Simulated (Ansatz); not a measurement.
Method: frozen-core CCSD(T)/def2-TZVPP // PBE0-D3(BJ)/def2-TZVP (Ansatz, a first-principles code).

Ansatz 0.2 input:
```yaml
crystal:
  periodic: [false, false, false]
  atoms:
    - { symbol: C, position_ang: [-0.030644, 0.013484, -0.04207] }
    - { symbol: O, position_ang: [1.306498, -0.016712, 0.175299] }
    - { symbol: H, position_ang: [-0.36458, -0.69156, -0.817454] }
    - { symbol: H, position_ang: [-0.422332, 1.025397, -0.222141] }
    - { symbol: H, position_ang: [-0.488942, -0.330611, 0.906366] }
basis:
  gaussian: { orbitals: def2-TZVPP }
correlation:
  method: ccsd_t
magnetization:
  spin_polarized: true
  initial_magnetization: 1
```

Output:

```
Functional definition: HF
620 factors; integrals over basis functions are off by at most 1.1e-3 eV
mean field evaluation 1: about -3112.1029 eV, gradient 1.9e1 eV
mean field evaluation 2: about -3112.1052 eV, gradient 1.9e1 eV
mean field evaluation 4: about -3114.6348 eV, gradient 3.7e0 eV
mean field evaluation 8: about -3114.9053 eV, gradient 2.0e-1 eV
mean field evaluation 16: about -3113.9793 eV, gradient 1.3e1 eV
mean field evaluation 32: about -3114.8731 eV, gradient 2.8e0 eV
mean field evaluation 64: about -3114.7373 eV, gradient 1.3e0 eV
mean field evaluation 96: about -3114.7669 eV, gradient 3.5e-2 eV
mean field -3114.90580439 eV, -114.4706769525 hartree, gradient 1.8e-6 eV, S^2 0.759910; 4 other end points of the search recorded, 0 dependent functions left out
determinant -3114.90580439 eV, -114.4706769525 hartree, with singles and doubles -3125.75075088 eV, -114.8692213849 hartree
determinant -3114.76922431 eV, -114.4656577271 hartree, with singles and doubles -3125.58999479 eV, -114.8633137074 hartree
determinant -3114.90580439 eV, -114.4706769525 hartree, with singles and doubles -3125.66372456 eV, -114.8660232267 hartree
determinant -3114.76922431 eV, -114.4656577271 hartree, with singles and doubles -3125.50201727 eV, -114.8600805934 hartree
2 core orbitals not correlated
reference -3114.90580439 eV, -114.4706769525 hartree; 7, 6 occupied and 95, 96 virtual orbitals, 620 factors
second order -9.98741423 eV of doubles, -0.00000000 eV of singles
cycle   1  -10.75792138 eV  change   -1.2e-6 eV  update   3.9e-6
perturbative correction -0.34246892 eV, -0.0125855006 hartree
Total energy: -3126.00619469 eV, -114.8786087717 hartree
```

Cost: very roughly 70 core-seconds.
